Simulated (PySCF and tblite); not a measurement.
Results of a calculation; reference values are marked as such.
System: C4H5FO, numbered as in [CH2:1]=[C:2]([F:3])[C:4]([CH3:5])=[O:6].

For the rotation about the C2–C4 bond (torsion C1–C2–C4–C5 from -179° to 0°, rising): electronic barrier 8.72 kcal/mol, zero-point change -0.20 kcal/mol, thermal and entropy terms at 298.15 K a further 0.29 kcal/mol (symmetry numbers apart). The minimum is Cs, the saddle C1. Level: PBE0/pcSseg-1 + D3(BJ), IEF-PCM cyclohexane on GFN2-xTB stationary points, with GFN2-xTB thermal terms. Rate constants are transition-state-theory values, counting equivalent paths, without tunnelling. Run with tblite and PySCF.

Task: How many equivalent paths lead out of the minimum?

Result: 2: the symmetry number of the minimum is 1, that of the saddle displaced along its mode 1, and the displaced saddle is chiral while the minimum is not, which doubles the count.

Task: Work out the rate at 298.15 K.

Result: ΔG‡ = 8.81 kcal/mol; k_B T/h = 6.2×10¹² s⁻¹; exp(−ΔG‡/RT) = 3.5×10⁻⁷; times 2 gives k = 4.3×10⁶ s⁻¹. Wigner's tunnelling factor for the 68i cm⁻¹ mode would be 1.00.
